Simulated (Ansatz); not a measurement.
## Co, hcp: geometry optimisation

These are results of Ansatz 0.2.0, DFT, PBE, plane waves (420 eV) with PAW, scalar-relativistic, not measurements.

k-point mesh 14×14×8, Fermi-Dirac smearing 0.05 eV, starting moments 1.70 ×2 μB. Cell and atoms relax.

Starting structure:

```yaml
crystal:
  lattice:
    - [2.50710, 0.00000, 0.00000]
    - [-1.25355, 2.17121, 0.00000]
    - [0.00000, 0.00000, 4.06860]
  atoms:
    - { symbol: Co, position: [0.33333, 0.66667, 0.25000] }
    - { symbol: Co, position: [0.66667, 0.33333, 0.75000] }
```

Task: The pressure at the start is -4.0 GPa. By how much does the volume change?

Result: From 11.07 to 10.84 Å³ per atom, -2.1 %. The final cell has a = 2.494 Å, c = 4.028 Å (c/a = 1.615).

Task: How much energy does the relaxation gain?

Result: 3.1 meV per atom.

Task: Which magnetic state does it end in?

Result: ferromagnetic, net 1.59 μB per atom; moments 1.67 ×2 μB.
